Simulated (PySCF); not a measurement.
C3HCl3.
SMILES: `ClC=C=C(Cl)Cl`

Level of theory: PBE0-D3(BJ)/def2-TZVP geometry optimisation, gas phase (PySCF 2.14.0).

Take the most abundant isotopes and a rigid rotor. 

(1) What are A, B and C (MHz)?

(2) What kind of rotor is it?

(3) What does the inertial defect say?

(4) Give the other two planar moments, Paa and Pbb, and the rms extents of the mass along the axes.

(5) Give the coordinates in the principal-axis frame, origin at the centre of mass.

(6) Which lines would a microwave search look for?

(7) Estimate the classical rotational partition function at 10 K, 100 K and 500 K.

Results:

(1) Ia = 165.68, Ib = 581.59, Ic = 709.87 u·Å²; 505379 MHz·u·Å²/I gives A = 3050, B = 869.0, C = 711.9 MHz.

(2) An asymmetric top. Ray's parameter κ = (2B − A − C)/(A − C) = -0.866; −1 is the prolate and +1 the oblate limit.

(3) Not planar: Δ = Ic − Ia − Ib = -37.40 u·Å². For a rigid frame Δ = −2 Σ m c², so Σ m c² = 18.70 u·Å² lies off the ab plane: 3.43 from hydrogen and 15.27 from heavier atoms. The atom farthest from that plane is 1.84 Å away.

(4) Paa = Σ m a² = (Ib + Ic − Ia)/2 = 562.89 and Pbb = Σ m b² = (Ia + Ic − Ib)/2 = 146.98 u·Å². With the mass M = 141.91 u, the rms extents √(P/M) along a, b and c are 1.99, 1.02, 0.36 Å.

(5) The sense of each axis is arbitrary; atoms in the order of the calculation.
```csv
atom,mass (u),a (Å),b (Å),c (Å)
Cl1,34.969,2.963,0.001,0.326
C2,12.000,1.668,0.001,-0.813
C3,12.000,0.419,0.002,-0.468
C4,12.000,-0.835,0.001,-0.133
Cl5,34.969,-1.728,1.448,0.106
Cl6,34.969,-1.722,-1.451,0.106
H7,1.008,1.999,0.001,-1.845
```

(6) The dipole components are |μa| = 0.34 D, |μb| = 0.00 D, |μc| = 1.04 D; the mirror of this Cs structure is the ac plane, so μb vanishes by symmetry and there are no b-type lines. Intensities carry the squares of the components, which stand as 0.11 : 1.00 (a : c). Some lines, for components of 0.1 D or more:

```tsv
type	branch	J(Ka,Kc)	MHz	lower level (cm⁻¹)
a	Q	3(1,2) ← 3(1,3)	942	0.376
a	R	1(0,1) ← 0(0,0)	1581	0.000
c	Q	3(1,3) ← 3(0,3)	1825	0.315
a	R	2(1,2) ← 1(1,1)	3005	0.125
a	R	2(0,2) ← 1(0,1)	3154	0.053
a	R	2(1,1) ← 1(1,0)	3319	0.131
a	R	3(1,3) ← 2(1,2)	4502	0.226
a	R	3(0,3) ← 2(0,2)	4710	0.158
a	R	3(2,2) ← 2(2,1)	4743	0.460
a	R	3(2,1) ← 2(2,0)	4775	0.460
a	R	3(1,2) ← 2(1,1)	4973	0.241
c	R	2(1,1) ← 1(0,1)	5657	0.053
c	Q	3(2,2) ← 3(1,2)	6314	0.407
c	R	2(2,0) ← 1(1,0)	9871	0.131
c	R	2(2,1) ← 1(1,1)	10020	0.125
c	Q	3(3,1) ← 3(2,1)	11264	0.619
c	R	3(2,1) ← 2(1,1)	11328	0.241
c	R	3(2,2) ← 2(1,2)	11758	0.226
```

(7) Point group Cs, symmetry number σ = 1; q = (√π/σ)·√((kT/h)³/(ABC)), k/h = 20836.6 MHz/K: 3880 at 10 K, 123000 at 100 K, 1370000 at 500 K.

Whether it is a minimum is left open (no frequencies). These are rigid-rotor constants of the computed structure; measured ground-state constants (B0) also hold zero-point vibration. Quadrupole hyperfine structure (35Cl) is left out.
